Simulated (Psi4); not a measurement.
# NH3 (ammonia) at MP2/6-311+G(d,p) (density fitting with cc-pvdz-jkfit, density fitting for correlation, sweep point 2)

Aim: the vertical singlet–triplet gap of NH3 (ammonia) at MP2/6-311+G** (density fitting with cc-pvdz-jkfit, density fitting for correlation, sweep point 2), from 2 runs. 

Program for the calculation: Psi4 1.11.

2 further runs of the same task are left out: 2 set aside as unsound or not needed.

## (1) The molecule

NH3: 4 atoms, total charge 0, spin state singlet. As SMILES, `N`. Geometry: relaxed at PBE0-D4/def2-TZVP.

Bond lengths: N1–H2 1.013 Å, N1–H3 1.013 Å, N1–H4 1.013 Å. Angles: H2–N1–H3 107.1°, H2–N1–H4 107.1°, H3–N1–H4 107.1°.

## (2) The energy at MP2/6-311+G(d,p) (density fitting with cc-pvdz-jkfit, density fitting for correlation, sweep point 2)

input.inp

```
memory 1600 mb

molecule {
  0 1
  N     -0.13211075     0.47142998     0.20962732
  H      0.92685397    -0.57035714     1.41574502
  H     -1.67709414    -0.57058391    -0.22470733
  H      0.88235092     0.66949217    -1.40066500
  units bohr
  symmetry c1
}

set basis 6-311+G**
set puream true
set scf_type df
set num_frozen_docc 1
set df_basis_scf cc-pvdz-jkfit

energy('mp2')
```

Command:

```bash
$ psi4 input.inp input.out -n 1
```

input.out:

```text
[...]
  Running in c1 symmetry.
[...]
  Nuclear repulsion =   11.949539017705407
[...]
  Multiplicity = 1
[...]
  Nalpha       = 5
  Nbeta        = 5
[...]
    Number of basis functions: 40
[...]
   @DF-RHF iter   1:   -56.12254089430983   -4.56873e-01   1.12123e-02 ADIIS/DIIS
[...]
   @DF-RHF iter  10:   -56.21425496535612   -4.29168e-12   6.94600e-09 DIIS
[...]
    Orbital Energies [Eh]
    ---------------------
    Doubly Occupied:
       1A    -15.541695     2A     -1.143278     3A     -0.630827
       4A     -0.630823     5A     -0.427082
[...]
  @DF-RHF Final Energy:   -56.21425496535612
   => Energetics <=
    Nuclear Repulsion Energy =             11.9495390177054066
    One-Electron Energy =                 -99.5801783885950442
    Two-Electron Energy =                  31.4163844055335240
    Total Energy =                        -56.2142549653561190
[...]
 Multipole Moments:
 ------------------------------------------------------------------------------------
     Multipole            Electronic (a.u.)      Nuclear  (a.u.)        Total (a.u.)
 ------------------------------------------------------------------------------------
 L = 1.  Multiply by 2.5417464519 to convert [e a0] to [Debye]
 Dipole X            :         -0.0389676            0.2156503            0.1766826
 Dipole Y            :          0.1390344           -0.7695439           -0.6305095
 Dipole Z            :          0.0618237           -0.3421840           -0.2803604
 Magnitude           :                                                    0.7122927
[...]
```

It took 3.3 s on 1 thread of Intel Xeon at 2.70GHz, shared host; peak memory 0.19 GiB.

## (3) The triplet at the same level

calc.inp

```
memory 1600 mb

molecule geom {
  0 3
  N     -0.13211075     0.47142998     0.20962732
  H      0.92685397    -0.57035714     1.41574502
  H     -1.67709414    -0.57058391    -0.22470733
  H      0.88235092     0.66949217    -1.40066500
  units au
  symmetry c1
}

set globals {
  reference       uhf
  puream          true
  scf_type        df
  num_frozen_docc 1
  df_basis_scf    cc-pvdz-jkfit
  maxiter         100
}

energy('mp2/6-311+G**')
```

Command:

```bash
$ psi4 calc.inp calc.out -n 1
```

calc.out:

```text
[...]
  Running in c1 symmetry.
[...]
  Nuclear repulsion =   11.949539017705407
[...]
  Multiplicity = 3
[...]
  Nalpha       = 6
  Nbeta        = 4
[...]
    Number of basis functions: 40
[...]
   @DF-UHF iter   1:   -55.97852257806151   -3.12855e-01   5.20367e-03 ADIIS/DIIS
[...]
   @DF-UHF iter  13:   -56.00808616298563   -1.71951e-12   3.81706e-09 DIIS
[...]
   @S^2 Observed:                2.006624278E+00
[...]
    Orbital Energies [Eh]
    ---------------------
    Alpha Occupied:
       1A    -15.750569     2A     -1.357462     3A     -0.793529
       4A     -0.793525     5A     -0.717293     6A     -0.141077
    Alpha Virtual:
       7A      0.104531     8A      0.104532     9A      0.116813
      10A      0.203718    11A      0.203720    12A      0.250351
      13A      0.565874    14A      0.565877    15A      0.721685
      16A      0.815895    17A      0.815897    18A      0.824480
      19A      0.990439    20A      1.229811    21A      1.229823
      22A      1.687944    23A      1.697608    24A      1.839185
      25A      1.839197    26A      2.080551    27A      2.080560
[...]
  @DF-UHF Final Energy:   -56.00808616298563
   => Energetics <=
    Nuclear Repulsion Energy =             11.9495390177054066
    One-Electron Energy =                 -97.9273507983469642
    Two-Electron Energy =                  29.9697256176559286
    Total Energy =                        -56.0080861629856344
  UHF NO Occupations:
  HONO-2 :    4  A 1.9979990
  HONO-1 :    5  A 1.0000000
[...]
 Multipole Moments:
 ------------------------------------------------------------------------------------
     Multipole            Electronic (a.u.)      Nuclear  (a.u.)        Total (a.u.)
 ------------------------------------------------------------------------------------
 L = 1.  Multiply by 2.5417464519 to convert [e a0] to [Debye]
 Dipole X            :         -0.4175292            0.2156503           -0.2018789
 Dipole Y            :          1.4899409           -0.7695439            0.7203970
 Dipole Z            :          0.6625141           -0.3421840            0.3203301
 Magnitude           :                                                    0.8138417
[...]
```

It took 3.6 s on 1 thread of Intel Xeon at 2.70GHz, shared host; peak memory 0.19 GiB.

## (4) Summary of results

Level: MP2/6-311+G** (density fitting with cc-pvdz-jkfit, density fitting for correlation, sweep point 2), 1 core orbital frozen.

```
                                                           quantity         value
                                              singlet: total energy  -56.41528 Eh
                       singlet: HOMO energy (Hartree–Fock orbitals)     -11.62 eV
                       singlet: LUMO energy (Hartree–Fock orbitals)       2.70 eV
                     singlet: HOMO–LUMO gap (Hartree–Fock orbitals)      14.32 eV
                singlet: correlation energy (1 core orbital frozen)    -201.0 mEh
                                              triplet: total energy  -56.17357 Eh
triplet: HOMO energy (Hartree–Fock orbitals) (highest over α and β)      -3.84 eV
 triplet: LUMO energy (Hartree–Fock orbitals) (lowest over α and β)      -1.05 eV
                triplet: correlation energy (1 core orbital frozen)    -165.5 mEh
                         triplet: ⟨S²⟩ of the reference determinant         2.007
                   vertical energy of the triplet above the singlet      6.577 eV
```

At this shape the triplet lies 6.58 eV (635 kJ/mol) above the singlet.
